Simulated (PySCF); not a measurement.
# Structure from NMR data

The spectra below were simulated for a compound C2H5NO.

1H NMR (500 MHz, computed): δ 7.66 (q, J = 7.0 Hz, 1H), 6.36 (br s, 1H), 1.84 (d, J = 7.0 Hz, 3H).

13C{1H} NMR (computed): δ 155.3 (CH), 18.5 (CH3).

PySCF 2.14 calculation with J: B3LYP/pcJ-2, GIAO PBE0/pcSseg-2 shieldings and PBE0-D3(BJ)/def2-TZVP geometry; rapidly exchanging positions averaged, relativity neglected, no solvent, single conformer.

δ = σ(ref) − σ, references computed at the same level: TMS for 1H and 13C.

Which of these isomers gave the spectra?
A. C/C=N/O
B. C/C=N\O
C. CNC=O
D. CC(N)=O

Answers

A. 

1. Rings plus π bonds: 1 (no ring in the answer).
2. 2 carbon signals for 2 carbons: no two carbons are equivalent.
3. Carbon types of the structure: 1 × CH, 1 × CH3, leaving 1 H on heteroatoms.
4. δC 155.3: C=N carbon.
5. δC 18.5: methyl carbon; saturated and bonded to C and H only.
6. δH 7.66: hydrogen on a C=N carbon.
7. δH 6.36: hydrogen on a N–OH oxygen; exchangeable; this is the value without hydrogen bonding to other molecules.
8. δH 1.84: hydrogen on a methyl carbon.
9. The protons at 1.84 and 7.66 share a coupling of 7.0 Hz (vicinal).

The others: CC(N)=O would give 1 signal for carbon-bound and other non-exchanging H, not 2; C/C=N\O has carbons computed at 155.7, 11.7; CNC=O has carbons computed at 166.2, 24.0.

Exchangeable OH/NH protons stand at their gas-phase positions; hydrogen bonding in a real sample shifts them, mostly to higher δ. Multiplet labels drop couplings under 1 Hz and merge nearly equal ones. Shifts are as computed. Against solution values, carbons near 30 ppm lie about +3 ppm off and those near 130 ppm about +9 ppm. Of 1211 compounds with measured shifts, 218 miss one by over three times the rms of a fit or turn the order of signals round; such compounds aren't used in these exercises.
